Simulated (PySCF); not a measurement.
Compound: BFH5P.
SMILES: `[BH3-][PH2+]F`

Theory: EOM-IP-CCSD/aug-cc-pVDZ in PySCF, restricted Hartree–Fock reference, frozen core, non-relativistic, gas phase, PBE0-D3(BJ)/def2-SVP geometry.

Hartree–Fock orbital energies give these Koopmans values (eV): HOMO 12.04, HOMO-1 12.37, HOMO-2 12.72, HOMO-3 15.76, HOMO-4 17.90, HOMO-5 19.74, HOMO-6 19.82, HOMO-7 20.52.

Question: What vertical ionisation energies does EOM-IP-CCSD give?

Answer: 
```json
{"leading hole (HF orbital)": "HOMO", "Koopmans (eV)": "12.04", "EOM-IP-CCSD (eV)": "11.41", "change (eV)": "-0.63", "one-hole share": "0.95"}
{"leading hole (HF orbital)": "HOMO-1", "Koopmans (eV)": "12.37", "EOM-IP-CCSD (eV)": "11.67", "change (eV)": "-0.70", "one-hole share": "0.95"}
{"leading hole (HF orbital)": "HOMO-2", "Koopmans (eV)": "12.72", "EOM-IP-CCSD (eV)": "12.00", "change (eV)": "-0.72", "one-hole share": "0.95"}
{"leading hole (HF orbital)": "HOMO-3", "Koopmans (eV)": "15.76", "EOM-IP-CCSD (eV)": "14.52", "change (eV)": "-1.24", "one-hole share": "0.95"}
{"leading hole (HF orbital)": "HOMO-4", "Koopmans (eV)": "17.90", "EOM-IP-CCSD (eV)": "15.89", "change (eV)": "-2.01", "one-hole share": "0.93"}
{"leading hole (HF orbital)": "HOMO-5", "Koopmans (eV)": "19.74", "EOM-IP-CCSD (eV)": "17.41", "change (eV)": "-2.33", "one-hole share": "0.93"}
{"leading hole (HF orbital)": "HOMO-6", "Koopmans (eV)": "19.82", "EOM-IP-CCSD (eV)": "17.59", "change (eV)": "-2.23", "one-hole share": "0.92"}
{"leading hole (HF orbital)": "HOMO-7", "Koopmans (eV)": "20.52", "EOM-IP-CCSD (eV)": "18.30", "change (eV)": "-2.22", "one-hole share": "0.90"}
```

Question: Does the order of the lines follow the orbital energies?

Answer: Yes, no two lines change places. The corrections run from -2.33 to -0.63 eV, with a mean of -1.51 eV over the 8 lines; no line lies above its Koopmans value.

Question: At what kinetic energies would He II light (40.81 eV) eject these electrons?

Answer: 29.40 eV (HOMO), 29.14 eV (HOMO-1), 28.81 eV (HOMO-2), 26.29 eV (HOMO-3), 24.92 eV (HOMO-4), 23.40 eV (HOMO-5), 23.22 eV (HOMO-6), 22.51 eV (HOMO-7).

Question: What total energy has the lowest final state, and which wavelength reaches it?

Answer: E(CCSD) + ionisation energy = -468.26629 + 0.41946 = -467.84683 Eh, at the geometry of the initial state. The threshold wavelength is 1239.84 eV nm/11.41 eV = 108.7 nm.

One root was sought for each valence orbital with −ε under 21 eV, eight at most, so deeper holes and satellites are missing; no vibrational structure.
